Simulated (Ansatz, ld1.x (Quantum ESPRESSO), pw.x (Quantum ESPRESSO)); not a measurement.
Al (Z = 13): does the TM potential hold in the solid?

Al (Z = 13), norm-conserving Troullier–Martins (Kleinman–Bylander form), made with ld1.x (Quantum ESPRESSO) 7.5 (PBE, scalar-relativistic). Core [Ne], reference 3s2 3p1. Waves: 3s (bound): rc 1.90 bohr; 3p (bound): rc 2.60 bohr; 3d channel at -0.2 Ry: rc 2.65 bohr. Local part: all-electron potential smoothed inside 1.60 bohr (lloc = -2). Core correction: Bessel-smoothed model core, default radius (core density twice the valence density).

Atomic tests: cutoffs needed: 10 Ry and 30 Ry (the cutoffs (Ry, on a coarse ladder) from which the occupation-weighted sum of valence levels, in a spherical-Bessel basis at the reference potential, stays within 10 and 1 mRy of its value at 400 Ry); ghost test: no extra level below or beside the all-electron valence levels (s, p, d, f tested) (spherical-Bessel basis up to 400 Ry, 20 bohr box); largest excitation error: +17 meV (all-electron minus pseudo) for 3s1 3p0, out of 7 test configurations.

Crystal test: fcc Al in pw.x 7.5, no spin, 14³ k-points, Fermi–Dirac smearing 0.01 Ry, cutoffs 50/200 Ry. The reference is all-electron LAPW (Ansatz 0.2.0) with the same functional, mesh and smearing; V0 and B0 come from Birch–Murnaghan fits to the pressures at five volumes. Errors are pseudo minus all-electron; Δ is the rms difference of the E(V) curves that follow from these fits, minima aligned, over ±6 % about the mean V0. Mesh and smearing are coarse, so the numbers serve the comparison and aren't converged zero-temperature values; the lattice is a test structure that the element need not adopt.

```
V (Å³/atom)  P all-electron (GPa)  P pseudo (GPa)
     15.701                  4.22            3.33
     16.114                  1.87            1.07
     16.527                 -0.17           -0.89
     16.940                 -1.94           -2.59
     17.353                 -3.46           -4.06
```

All-electron: a0 = 4.040 Å (V0 = 16.49 Å³/atom), B0 = 76.6 GPa.

Pseudopotential: mean pressure error (GPa): -0.73; a0 (Å): 4.027; a0 error (%): -0.32; B0 error (%): +0.6; Δ (meV/atom): 2.7.

Q: At the middle volume, how do free energy and pressure move when the wave cutoff is lowered (ecutrho kept at four times it)?

A:

| cutoff (Ry) | shift of F (meV/atom) | shift of P (GPa) |
| --- | --- | --- |
| 22 | +13.5 | -0.37 |
| 30 | +2.1 | -0.18 |
| 40 | +0.4 | +0.00 |

The run at the middle volume (104 k-points, 5 iterations) took about 3.7 s on one core of a shared host (Intel(R) Xeon(R) Platinum 8488C, 192 threads, 1488 GiB, load 58).
